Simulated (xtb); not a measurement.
xtb input (GFN1-xTB):

```bash
xtb mol.xyz --gfn 1 --sp --chrg 0 --uhf 0
```
mol.xyz:
```
14

C     -0.00010414     0.00182433     0.37345697
H     -0.00040982     0.00717911     1.46962680
C      0.00527279     1.45451781    -0.10275072
H      0.00576684     1.50170122    -1.19558193
H     -0.87616957     1.99250991     0.25267727
H      0.89035934     1.98614304     0.25320099
C      1.25747259    -0.73250124    -0.09171798
H      1.30316732    -0.76426270    -1.18415093
H      2.16244952    -0.23561540     0.26440899
H      1.27366904    -1.76227269     0.27161884
C     -1.26266536    -0.72341823    -0.09246512
H     -1.30794011    -0.75485182    -1.18492504
H     -1.28649968    -1.75304541     0.27085983
H     -2.16424811    -0.22002124     0.26312626
```

Output:

```
           -------------------------------------------------
          |                Calculation Setup                |
           -------------------------------------------------

           -------------------------------------------------
          |                 G F N 1 - x T B                 |
           -------------------------------------------------

        Reference                      10.1021/acs.jctc.7b00118
      * Hamiltonian:
        H0-scaling (s, p, d)           1.850000    2.250000    2.000000
        zeta-weighting                 0.000000
      * Dispersion:
        s8                             2.400000
        a1                             0.630000
        a2                             5.000000
        s9                             0.000000
      * Repulsion:
        kExp                           1.500000
        rExp                           1.000000
      * Coulomb:
        alpha                          2.000000
        third order                    atomic
        anisotropic                    false
      * Halogen bond correction:
        rad-scale                      1.300000
        damping                        0.440000

          ...................................................
          :                      SETUP                      :
          :.................................................:
          :  # basis functions                  36          :
          :  # atomic orbitals                  36          :
          :  # shells                           28          :
          :  # electrons                        26          :
          :  # halogen bonds                     0          :
          :  max. iterations                   250          :
          :  Hamiltonian                  GFN1-xTB          :
          :  restarted?                      false          :
          :  GBSA solvation                  false          :
          :  PC potential                    false          :
          :  electronic temp.          300.0000000     K    :
          :  accuracy                    1.0000000          :
          :  -> integral cutoff          0.2500000E+02      :
          :  -> integral neglect         0.1000000E-07      :
          :  -> SCF convergence          0.1000000E-05 Eh   :
          :  -> wf. convergence          0.2000000E-04 e    :
          :  Broyden damping             0.4000000          :
          :  net charge                          0          :
          :  unpaired electrons                  0          :
          ...................................................

 iter      E             dE          RMSdq      gap      omega  full diag
   1    -14.0399083 -0.140399E+02  0.760E+00    8.75       0.0  T
   2    -14.0620652 -0.221569E-01  0.464E+00    9.19       1.0  T
   3    -14.0626805 -0.615328E-03  0.495E-01    9.31       1.0  T
   4    -14.0634314 -0.750914E-03  0.810E-02    9.26       1.0  T
   5    -14.0634548 -0.233527E-04  0.550E-03    9.25       4.9  T
   6    -14.0634549 -0.979374E-07  0.167E-03    9.25      16.0  T
   7    -14.0634549 -0.976981E-08  0.586E-05    9.25     456.2  T
   8    -14.0634549 -0.819078E-11  0.212E-05    9.25    1260.3  T

   *** convergence criteria satisfied after 8 iterations ***

         #    Occupation            Energy/Eh            Energy/eV
      -------------------------------------------------------------
         1        2.0000           -0.6565257             -17.8650
       ...           ...                  ...                  ...
         7        2.0000           -0.5362684             -14.5926
         8        2.0000           -0.5071016             -13.7989
         9        2.0000           -0.5071016             -13.7989
        10        2.0000           -0.4958725             -13.4934
        11        2.0000           -0.4722989             -12.8519
        12        2.0000           -0.4722989             -12.8519
        13        2.0000           -0.4638055             -12.6208 (HOMO)
        14                         -0.1237564              -3.3676 (LUMO)
        15                         -0.1237564              -3.3676
        16                         -0.1226516              -3.3375
        17                         -0.0979266              -2.6647
        18                         -0.0642827              -1.7492
       ...                                ...                  ...
        36                          0.4890937              13.3089
      -------------------------------------------------------------
                  HL-Gap            0.3400491 Eh            9.2532 eV
             Fermi-level           -0.2937809 Eh           -7.9942 eV

 SCC (total)                   0 d,  0 h,  0 min,  0.026 sec
 SCC setup                      ...        0 min,  0.000 sec (  1.300%)
 Dispersion                     ...        0 min,  0.000 sec (  0.486%)
 classical contributions        ...        0 min,  0.000 sec (  0.231%)
 integral evaluation            ...        0 min,  0.006 sec ( 24.117%)
 iterations                     ...        0 min,  0.006 sec ( 21.586%)
 molecular gradient             ...        0 min,  0.013 sec ( 50.572%)
 printout                       ...        0 min,  0.000 sec (  1.566%)

         :::::::::::::::::::::::::::::::::::::::::::::::::::::
         ::                     SUMMARY                     ::
         :::::::::::::::::::::::::::::::::::::::::::::::::::::
         :: total energy             -13.868087321482 Eh    ::
         :: gradient norm              0.013131602742 Eh/a0 ::
         :: HOMO-LUMO gap              9.253207006392 eV    ::
         ::.................................................::
         :: SCC energy               -14.063454899954 Eh    ::
         :: -> electrostatic           0.000255569398 Eh    ::
         :: repulsion energy           0.199491636604 Eh    ::
         :: dispersion energy         -0.004124058132 Eh    ::
         :: halogen bond corr.         0.000000000000 Eh    ::
         :: add. restraining           0.000000000000 Eh    ::
         :: total charge               0.000000000000 e     ::
         :::::::::::::::::::::::::::::::::::::::::::::::::::::

           -------------------------------------------------
          |                Property Printout                |
           -------------------------------------------------

    * Orbital Energies and Occupations

         #    Occupation            Energy/Eh            Energy/eV
      -------------------------------------------------------------
         1        2.0000           -0.6565257             -17.8650
         2        2.0000           -0.6277832             -17.0828
         3        2.0000           -0.6277832             -17.0828
         4        2.0000           -0.5922184             -16.1151
         5        2.0000           -0.5560196             -15.1301
         6        2.0000           -0.5362684             -14.5926
         7        2.0000           -0.5362684             -14.5926
         8        2.0000           -0.5071016             -13.7989
         9        2.0000           -0.5071016             -13.7989
        10        2.0000           -0.4958725             -13.4934
        11        2.0000           -0.4722989             -12.8519
        12        2.0000           -0.4722989             -12.8519
        13        2.0000           -0.4638055             -12.6208 (HOMO)
        14                         -0.1237564              -3.3676 (LUMO)
        15                         -0.1237564              -3.3676
        16                         -0.1226516              -3.3375
        17                         -0.0979266              -2.6647
        18                         -0.0642827              -1.7492
Note: The following floating-point exceptions are signalling: IEEE_DENORMAL
normal termination of xtb
        19                         -0.0642827              -1.7492
        20                         -0.0587140              -1.5977
        21                         -0.0428002              -1.1647
        22                         -0.0428002              -1.1647
        23                         -0.0322789              -0.8784
        24                          0.0973254               2.6484
       ...                                ...                  ...
        36                          0.4890937              13.3089
      -------------------------------------------------------------
                  HL-Gap            0.3400491 Eh            9.2532 eV
             Fermi-level           -0.2937809 Eh           -7.9942 eV

  Mulliken/CM5 charges         n(s)   n(p)   n(d)
     1C     0.00734 -0.06902   1.047  2.945  0.000
     2H     0.01768  0.07548   0.982  0.000  0.000
     3C    -0.09235 -0.24151   1.011  3.081  0.000
     4H     0.02698  0.07903   0.973  0.000  0.000
     5H     0.02851  0.08016   0.971  0.000  0.000
     6H     0.02851  0.08016   0.971  0.000  0.000
     7C    -0.09235 -0.24151   1.011  3.081  0.000
     8H     0.02698  0.07903   0.973  0.000  0.000
     9H     0.02851  0.08016   0.971  0.000  0.000
    10H     0.02851  0.08016   0.971  0.000  0.000
    11C    -0.09235 -0.24151   1.011  3.081  0.000
    12H     0.02698  0.07903   0.973  0.000  0.000
    13H     0.02851  0.08016   0.971  0.000  0.000
    14H     0.02851  0.08016   0.971  0.000  0.000

Wiberg/Mayer (AO) data.
largest (>0.10) Wiberg bond orders for each atom

 ---------------------------------------------------------------------------
     #   Z sym  total        # sym  WBO       # sym  WBO       # sym  WBO
 ---------------------------------------------------------------------------
     1   6 C    3.995 --    11 C    1.009     7 C    1.009     3 C    1.009
                             2 H    0.975
     2   1 H    1.007 --     1 C    0.975
     3   6 C    3.997 --     1 C    1.009     4 H    0.987     5 H    0.986
                             6 H    0.986
     4   1 H    1.004 --     3 C    0.987
     5   1 H    1.005 --     3 C    0.986
     6   1 H    1.005 --     3 C    0.986
     7   6 C    3.997 --     1 C    1.009     8 H    0.987     9 H    0.986
                            10 H    0.986
     8   1 H    1.004 --     7 C    0.987
     9   1 H    1.005 --     7 C    0.986
    10   1 H    1.005 --     7 C    0.986
    11   6 C    3.997 --     1 C    1.009    12 H    0.987    14 H    0.986
                            13 H    0.986
    12   1 H    1.004 --    11 C    0.987
    13   1 H    1.005 --    11 C    0.986
    14   1 H    1.005 --    11 C    0.986
 ---------------------------------------------------------------------------

Topologies differ in total number of bonds
Writing topology from bond orders to xtbtopo.mol

 dipole moment from electron density (au)
     X       Y       Z
  -0.0000   0.0001   0.0136  total (Debye):    0.035

           -------------------------------------------------
          | TOTAL ENERGY              -13.868087321482 Eh   |
          | GRADIENT NORM               0.013131602742 Eh/α |
          | HOMO-LUMO GAP               9.253207006392 eV   |
           -------------------------------------------------

------------------------------------------------------------------------
------------------------------------------------------------------------
 total:
 SCF:
```
